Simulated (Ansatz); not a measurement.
A made-up structure of C2HO (charge -1), singlet:

```
4
angstrom
C -0.5405 0.1899 -0.7522
C 0.3929 -0.2704 0.1223
O 1.2575 -0.7092 0.8933
H -1.1687 0.8516 -0.2129
```

It is relaxed with PBE-D4/def2-SVPD and then PBE0-D4/def2-TZVPD (Ansatz 0.2.0). Atoms count as bonded within 1.22 times the sum of their covalent radii (H–H: 0.88 Å). The end point is not checked to be a true minimum.

Does its bonding change? (A judgement: the text doesn't fix the answer.)

By the calculation: No: no bond forms or breaks.

Where it ends: The first stage lowers the energy by 0.32 eV in 8 steps. It ends as C₂HO ([CH][C][O]), total charge -1:
| atom | x (Å) | y (Å) | z (Å) |
| --- | --- | --- | --- |
| C1 | -0.4897 | 0.2241 | -0.5146 |
| C2 | 0.4141 | -0.2591 | 0.2123 |
| O3 | 1.3347 | -0.8012 | 0.7925 |
| H4 | -1.3180 | 0.8981 | -0.4397 |

Labels in which every atom is bracketed show which atoms are joined, not bond orders.

For scale, one of the runs: PBE0-D4/def2-TZVPD relaxation, 123 basis functions, launched by `ansatz run in.yaml --threads 2 --pin off --events-out ev --progress --plain --max-ram 4352MiB`. The run took about 8.5 s on 2 CPU threads of an Arm Neoverse V2 (shared host).
